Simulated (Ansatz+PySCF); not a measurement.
Two shapes of doublet C3H7.

Shape 1:

```xyz
10

C     0.0054    0.5394    0.0000
C     0.0054   -0.2041    1.2916
C     0.0054   -0.2041   -1.2916
H    -0.3317    1.5709    0.0000
H     0.2126    0.4548    2.1385
H     0.2126    0.4548   -2.1385
H    -0.9199   -0.6670    1.4759
H     0.7584   -0.9997    1.2862
H     0.7584   -0.9997   -1.2862
H    -0.9199   -0.6670   -1.4759
```

Shape 2:

```xyz
10

C     0.0107    0.5421    0.0000
C     0.0107   -0.2015    1.2916
C     0.0107   -0.2015   -1.2916
H    -0.3264    1.5736    0.0000
H     0.2179    0.4574    2.1385
H     0.2179    0.4574   -2.1385
H    -0.9411   -0.6776    1.4811
H     0.7637   -0.9971    1.2862
H     0.7637   -0.9971   -1.2862
H    -0.9411   -0.6776   -1.4811
```

Basis set: cc-pVTZ (spherical functions). Correlated methods keep 3 orbitals frozen. Correlation on ROHF uses semicanonical orbitals with singles. Charge 0, multiplicity 2.

Computed with Ansatz (development build ahead of 0.2.0); each method stands on the lowest determinant of its kind that the runs found.

Problem. Which shape is lower in energy, and by how much in each method?

Solution.

| method | E(2) − E(1) (eV) |
| --- | --- |
| ROHF | -0.053 |
| UHF | -0.054 |
| ROHF-MP2 | -0.064 |
| UHF-MP2 | -0.064 |

Shape 2 is lower.
